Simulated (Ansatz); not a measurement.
**BCGe⁺, quintet: the ladder up to UCCSDT(Q)**

Geometry: that of the BCGe, quartet, kept fixed. The triplet lies 2.5 eV lower here.

```tsv
atom	x (Å)	y (Å)	z (Å)
B	0.0000	0.0000	1.5643
C	0.0000	0.0000	0.1671
Ge	0.0000	0.0000	-1.7314
```

Basis cc-pVDZ; Ansatz 0.2.0. Correlated methods freeze the noble-gas cores and the filled d shells of p-block atoms, which leaves 10 electrons in 39 orbitals. R marks a restricted (for open shells ROHF) determinant, U an unrestricted one. Active spaces: frontier = (10e, 11o) about the gap. No spin–orbit coupling is included, and no scalar relativity.

Full CI isn't at hand for all of this; UCCSDT(Q) serves as the reference, and is uncertain by the last step of the cluster series or more. The frozen core follows each run's orbitals, which can shift R against U totals by a few meV for light atoms and by up to 0.1 eV past Ca.

```
UHF ⟨S²⟩                          : 6.026
T1 diagnostic (RCCSD)             : 0.0267
largest doubles amplitude (RCCSD) : 0.057
T1 diagnostic (UCCSD)             : 0.0264
```

| level | E − E(UHF) (eV) |
| --- | --- |
| UMP2 | -4.1842 |
| UCCSD | -5.1894 |
| UCCSD(T) | -5.3699 |

(1) Estimate how far UCCSDT(Q) in cc-pVDZ lies from UCCSD(T). The table doesn't fix it; the size of (T) and the diagnostics are the guide.

(1) UCCSDT(Q) in cc-pVDZ lies 5.6 kJ/mol below UCCSD(T), which is 32 % of the (T) step (-17.4 kJ/mol). The diagnostics give no warning, yet the rest is a sizeable part of (T). The miss exceeds 1 kcal/mol.

The other levels:

```tsv
level	E − E(UCCSDT(Q)) (kJ/mol)	wall time
UCCSDT	1.3	–
```

Run but not shown, since their state, orbitals or frozen core can't be matched to the reference's or they repeat it: RHF, RMP2, RCCSD, RCCSD(T), BCCD(T), RCCSDT, RCCSDT(Q), CASSCF (frontier space), MRCISD (frontier space), MRCISD+Q (frontier space).
